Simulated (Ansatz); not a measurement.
Computed with Ansatz on PBE0-D4/def2-TZVP structures; ΔE is electronic, products minus reactants. CCSD(T)/CBS is the MP2 limit (def2-TZVPP, def2-QZVPP) plus CCSD(T) − MP2 in def2-TZVPP, frozen cores. This one scheme is used for every species. DFT in def2-TZVPP. B3LYP here is the variant with VWN-RPA as its local correlation; programs differ in this. HSE06 is defined as in plane-wave codes. Triplets are unrestricted, without spin–orbit coupling. One conformer a species, not always the lowest.

Consider the formal loss of a carbene: `C/C=N/CF` → `C=NCF` + `[CH2]` (triplet).

| level | ΔE (kJ/mol) | difference from CCSD(T)/CBS |
| --- | --- | --- |
| LDA (SPW92) | 523.0 | 76.0 |
| PBE-D4 | 454.7 | 7.7 |
| revPBE-D4 | 440.8 | -6.2 |
| r2SCAN-D4 | 425.8 | -21.2 |
| B97M-V | 451.6 | 4.6 |
| PBE0-D4 | 447.0 | 0.0 |
| B3LYP-D4 | 440.4 | -6.6 |
| r2SCANh-D4 | 424.5 | -22.5 |
| r2SCAN0-D4 | 422.7 | -24.3 |
| HSE06-D4 | 447.4 | 0.4 |
| BHLYP-D4 | 429.6 | -17.4 |
| CAM-B3LYP-D4 | 445.4 | -1.6 |
| ωB97X-V | 458.1 | 11.1 |
| ωB97M-V | 450.1 | 3.1 |
| PBE-QIDH | 446.0 | -1.0 |
| PBE | 449.7 | 2.7 |
| revPBE | 424.8 | -22.2 |
| BLYP | 428.5 | -18.5 |
| r2SCAN | 424.3 | -22.7 |
| PBE0 | 442.7 | -4.3 |
| B3LYP | 432.6 | -14.4 |
| r2SCAN0 | 421.0 | -26.0 |
| HSE06 | 443.4 | -3.6 |
| CAM-B3LYP | 441.1 | -5.9 |
| LC-ωPBE | 437.1 | -9.9 |
| RPA@PBE/def2-TZVPP | 428.6 | -18.4 |
| HF/def2-SVP | 307.2 | -139.8 |
| MP2/def2-SVP | 438.6 | -8.4 |
| CCSD/def2-SVP | 419.4 | -27.6 |
| CCSD(T)/def2-SVP | 427.8 | -19.2 |
| HF/def2-TZVPP | 304.2 | -142.8 |
| MP2/def2-TZVPP | 450.3 | 3.3 |
| SCS-MP2/def2-TZVPP | 450.1 | 3.1 |
| CCSD/def2-TZVPP | 425.0 | -22.0 |
| CCSD(T)/def2-TZVPP | 435.9 | -11.1 |
| HF/def2-QZVPP | 304.7 | -142.3 |
| MP2/def2-QZVPP | 456.8 | 9.8 |
| SCS-MP2/def2-QZVPP | 458.0 | 11.0 |
| HF/CBS(def2) | 304.8 | -142.2 |
| MP2/CBS(def2) | 461.4 | 14.4 |
| CCSD(T)/CBS | 447.0 | 0 |

Largest T1 diagnostic among the species: 0.012.

From BLYP to BHLYP (50 % exact exchange), in def2-TZVPP and without D4, ΔE moves by −4.3 kJ/mol. At CCSD(T), def2-SVP lies −19.2 kJ/mol from the extrapolated value and def2-TZVPP −11.1 kJ/mol. In def2-TZVPP, CCSD(T) changes the Hartree–Fock value by +131.7 kJ/mol (the triples alone add +10.9 kJ/mol) and MP2 by +146.1 kJ/mol.
